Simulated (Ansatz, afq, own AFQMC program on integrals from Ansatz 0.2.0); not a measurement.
## B$_{2}$H, doublet: AFQMC among the cluster methods

```csv
atom,x (Å),y (Å),z (Å)
B,0.0000,0.0000,0.6969
B,0.0000,0.0000,-2.5711
H,0.0000,0.0000,1.8743
```

Connectivity, by distances: BH ··· B.

Basis 6-31G. Only valence electrons are correlated. Ansatz 0.2.0 and our own AFQMC program on the same integrals; the CISD trial comes from CCSD amplitudes, and released means the phaseless constraint is let go. Uncertainties: one standard error, sampling alone.

Determinant: UHF, the one that the program's search chose, which needn't be the lowest solution. The geometry is a point of a scan.

Full CI on the same integrals is exact in this basis and with this determinant's frozen core.

Cautions: strong correlation (T1 0.117, weight of the determinant 0.71, largest double 0.13); unrestricted determinant spin contaminated (⟨S²⟩ 1.20 against 0.75); the released energy hasn't reached full CI (17 meV above it at 2.40 1/Eh), so no released level is given (meV from the phaseless value at times in 1/Eh: -7 ± 4 at 0.24, -7 ± 3 at 0.51, -15 ± 3 at 0.99, -18.2 ± 2.1 at 1.62, -17 ± 4 at 2.40).

- T1 diagnostic: 0.1169
- weight of the determinant in the CISD state: 0.713
- ⟨S²⟩ of the determinant: 1.200
- size of the correlated space: 7 electrons in 18 orbitals

| level | correlation energy (eV) |
| --- | --- |
| MP2 | -1.4481 |
| CCSD | -2.6336 |
| CCSD(T) | -2.6703 |

Task: Estimate where full CI lies against CCSD(T) on the same integrals.

Result: 0.63 kcal/mol below CCSD(T).

Reference: full CI, correlation energy -2.698 eV. The cautions show a poor starting determinant, so the rows tell how each method copes with it here, and full CI is the sure value.

```tsv
level	E − E(reference) (kcal/mol)	share of correlation (%)
CCSD(T)	0.63	98.99
CCSDT	0.09	99.85
CCSDT(Q)	0.04	99.94
CCSDTQ	0.00	100.00
ph-AFQMC/CISD	0.77 ± 0.07	98.76
```

CCSDT and higher add their correlation energy to the determinant of the CCSD(T) run, since their own runs factorise the integrals more tightly (a shift of under 2 meV).
